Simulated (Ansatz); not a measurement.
# C4H8O: a ladder of functionals and wavefunction methods

The task here is to estimate one member of a computed series from the others.

Program: Ansatz 0.2.0, Gaussian basis. Level of theory: functionals in def2-TZVPP, the program's frozen cores in correlated methods. These are calculated values, not measurements.

The runs, in order: PBE-D4, r2SCAN-D4, PBE0-D4, B3LYP-D4, ωB97X-V, ωB97M-V, B2PLYP; CCSD(T)/def2-TZVPP; MP2/def2-QZVPP; extrapolation to the limit.

## The geometry

All runs share one geometry, relaxed beforehand with PBE0-D4 in a triple-zeta def2 set.

SMILES `CCC(C)=O`, 13 atoms, charge 0, spin multiplicity 1.

Atoms are counted from 1 here; the program's logs count them from 0.

Bond lengths: C1–C2 1.527 Å, C1–H6 1.091 Å, C1–H7 1.092 Å, C1–H8 1.093 Å, C2–C3 1.512 Å, C2–H9 1.094 Å, C2–H10 1.092 Å, C3–C4 1.505 Å, C3–O5 1.206 Å, C4–H11 1.093 Å, C4–H12 1.095 Å, C4–H13 1.088 Å. Angles: C2–C1–H6 110.6°, C2–C1–H7 110.5°, C2–C1–H8 111.7°, H6–C1–H7 108.2°, H6–C1–H8 107.7°, H7–C1–H8 108.1°, C1–C2–C3 110.3°, C1–C2–H9 109.9°, C1–C2–H10 110.0°, C3–C2–H9 110.1°, C3–C2–H10 107.8°, H9–C2–H10 108.7°, C2–C3–C4 116.7°, C2–C3–O5 121.3°, C4–C3–O5 121.9°, C3–C4–H11 111.0°, C3–C4–H12 108.9°, C3–C4–H13 110.4° and more.

Geometry (Å):

| atom | x (Å) | y (Å) | z (Å) |
| --- | --- | --- | --- |
| C1 | -1.14561 | 1.12861 | -0.43804 |
| C2 | 0.10399 | 0.86656 | 0.40016 |
| C3 | 0.91756 | -0.25384 | -0.20659 |
| C4 | 0.58095 | -1.65229 | 0.23671 |
| O5 | 1.77893 | -0.03295 | -1.02175 |
| H6 | -1.72978 | 1.94628 | -0.01225 |
| H7 | -0.87116 | 1.40149 | -1.45870 |
| H8 | -1.79175 | 0.24845 | -0.48465 |
| H9 | -0.18170 | 0.61241 | 1.42533 |
| H10 | 0.73128 | 1.75963 | 0.42342 |
| H11 | -0.49980 | -1.81635 | 0.23089 |
| H12 | 0.91480 | -1.78715 | 1.27055 |
| H13 | 1.07749 | -2.38225 | -0.39977 |

The first run:

Contents of in.yaml:

```yaml
crystal:
  periodic: [false, false, false]
  atoms:
    - {symbol: C, position_ang: [-1.145609, 1.128608, -0.438038]}
    - {symbol: C, position_ang: [0.103993, 0.866561, 0.400164]}
    - {symbol: C, position_ang: [0.917559, -0.253837, -0.206587]}
    - {symbol: C, position_ang: [0.580945, -1.652294, 0.236708]}
    - {symbol: O, position_ang: [1.778935, -0.032945, -1.021755]}
    - {symbol: H, position_ang: [-1.729783, 1.946280, -0.012249]}
    - {symbol: H, position_ang: [-0.871161, 1.401489, -1.458701]}
    - {symbol: H, position_ang: [-1.791752, 0.248454, -0.484653]}
    - {symbol: H, position_ang: [-0.181696, 0.612407, 1.425327]}
    - {symbol: H, position_ang: [0.731280, 1.759626, 0.423420]}
    - {symbol: H, position_ang: [-0.499803, -1.816352, 0.230889]}
    - {symbol: H, position_ang: [0.914803, -1.787154, 1.270546]}
    - {symbol: H, position_ang: [1.077486, -2.382245, -0.399771]}
basis:
  gaussian: {orbitals: def2-TZVPP}
hamiltonian: {xc: pbe, dispersion: d4}
output: {forces: true, orbitals: {seedname: orbitals}}
```

Steps of the session up to this table: PBE-D4 (GGA); r2SCAN-D4 (meta-GGA); PBE0-D4 (hybrid); B3LYP-D4 (hybrid); ωB97X-V (range-separated); ωB97M-V (range-separated); B2PLYP (double hybrid); CCSD(T) in def2-TZVPP; MP2 in def2-QZVPP.

One of the session's tables, all rows but one given; the rest of the session is left out.

```
            method  atomisation energy (kcal/mol)
            PBE-D4                         1302.7
         r2SCAN-D4                         1276.3
           PBE0-D4                              ?
          B3LYP-D4                         1273.5
           ωB97X-V                         1273.7
           ωB97M-V                         1275.7
            B2PLYP                         1261.7
     HF/def2-TZVPP                          944.1
    MP2/def2-TZVPP                         1261.7
   CCSD/def2-TZVPP                         1225.6
CCSD(T)/def2-TZVPP                         1243.2
           MP2/CBS                         1289.8
       CCSD(T)/CBS                         1271.2
```

**Question.** Estimate the row for PBE0-D4.

The run gave: atomisation energy (kcal/mol): 1280.5. In the column «atomisation energy (kcal/mol)» it lies between r2SCAN-D4 (1276.3) and MP2/CBS (1289.8).

Limits of these values: Free atoms (4 C, 1 O, 8 H) were run apart at each level; the atomisation energy is their sum less the molecule, without zero-point or spin-orbit terms.
